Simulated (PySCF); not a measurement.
Gas-phase reaction: HCl + CH₂Cl₂ = CH₃Cl + Cl₂

Energies from PySCF, thermal terms from the rigid-rotor harmonic-oscillator model, ideal gas at 1 bar. 'Table' is the NASA 1993 thermochemical table (part measured, part estimated). † marks an energy on the PBE0/def2-TZVP geometry and frequencies; other levels use their own. 6-31G* has spherical d functions here. All species are closed-shell singlets.

```tsv
level	ΔH°(298 K), kJ
table	105.7
HF/6-31G*	110.4
HF/def2-TZVP†	…
M06-2X/def2-TZVP†	99.5
LDA/def2-TZVP†	…
ωB97M-V/def2-TZVP†	101.8
ωB97X-V/def2-TZVP†	…
```

Question: Some entries are withheld; supply them.

Answer: 
- HF/def2-TZVP†, ΔH°(298 K), kJ: 105.7
- LDA/def2-TZVP†, ΔH°(298 K), kJ: 104.7
- ωB97X-V/def2-TZVP†, ΔH°(298 K), kJ: 104.3
